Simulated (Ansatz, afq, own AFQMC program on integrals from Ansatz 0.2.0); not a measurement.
Two steps: Ansatz 0.2.0 writes the Fock matrix and Cholesky factors of the valence space, and afq projects on them the lowest state that overlaps trial and start.

```yaml
crystal:
  periodic: [false, false, false]
  atoms:
    - {symbol: Ga, position_ang: [0.000000, 0.000000, 0.000000]}
    - {symbol: Br, position_ang: [0.000000, 0.000000, 2.415800]}
basis:
  gaussian: {orbitals: aug-cc-pVDZ}
total_charge: -1
magnetization: {spin_polarized: false, initial_magnetization: 1}
correlation: {method: ccsd_t, electrons: outside_noble_gas, hamiltonian_folder: ham}
```

```sh
$ ansatz run in.yaml --threads 1 --pin off --events-out ev --progress --plain --max-ram 1843MiB
```

Options of the walk:

```
--method phaseless --trial hf --walkers 120 --populations 1 --least-time 40 --time-step 0.005 --steps-per-block 20 --equilibration-blocks 112 --max-blocks 600 --target-error 0.0012000 --factor-cut 1e-05 --start spin_pure --seed 6739 --taylor-order 6
```

Times are imaginary, in 1/Eh. The walk had a cap of 2099 s. Filled inner d shells are frozen with the cores.

Output of the walk:

```
orbitals 44  electrons 6 5  factors 334 of 803
reference energy -4495.67717604 Eh
CCSD correlation -0.19600207 Eh in 11 cycles, weight of the determinant in the CISD state 0.8729
energy of the start -4495.677188 Eh
 block  time / (1/Eh)  mean weight  energy / Eh
     1     0.100  1.0004  -4495.708133
     2     0.200  1.0014  -4495.732395
     3     0.300  1.0011  -4495.756613
     4     0.400  1.0016  -4495.776857
     5     0.500  1.0030  -4495.789666
    10     1.000  1.0003  -4495.830643
    86     8.600  1.0006  -4495.891669
   171    17.100  1.0019  -4495.886646
   205    20.500  1.0002  -4495.851082
   256    25.600  1.0004  -4495.874279
   307    30.700  1.0003  -4495.917766
   341    34.100  0.9999  -4495.889013
   426    42.600  1.0011  -4495.877906
   511    51.100  1.0008  -4495.857838
   596    59.600  1.0030  -4495.910979
   681    68.100  1.0003  -4495.873752
   698    69.800  0.9999  -4495.859549
blocks merged  error / Eh  count
     1  0.000663  600
     2  0.000912  300
     4  0.001231  150
     8  0.001622  75
    16  0.002080  37
    32  0.002137  18
    64  0.001593  9
energy -4495.880393 +/- 0.002137 Eh
(rows thinned)
```

The run passed its tests (sampling time, drift between the halves within three errors, error under three times the target), which doesn't prove that it has relaxed.

Against this walk (error 58.1 meV) on the same determinant: CCSD(T) 33.3 meV higher (within the noise), CCSDT(Q) 2.3 meV higher (within the noise), a separate phaseless walk with a CISD trial and standard settings 30.7 ± 58.9 meV higher (within the noise). The error is statistical and leaves out the bias of the constraint.

Cautions: constraint bias not in the error; error above the target (58.1 against 32.7 meV); no relativity below Rb; no spin-orbit coupling; inner d shell frozen.

The walk took 6.3 min on 1 thread of Arm Neoverse V1, with other jobs on the host. The log's last line is the phaseless energy.

CCSDT and higher add their correlation energy to the determinant of the CCSD(T) run, since their own runs factorise the integrals more tightly (a shift of under 2 meV). A walk keeps the symmetry of its determinant, which the program's search chose and which needn't be the lowest solution, so a lower state of the same spin and another symmetry isn't excluded.
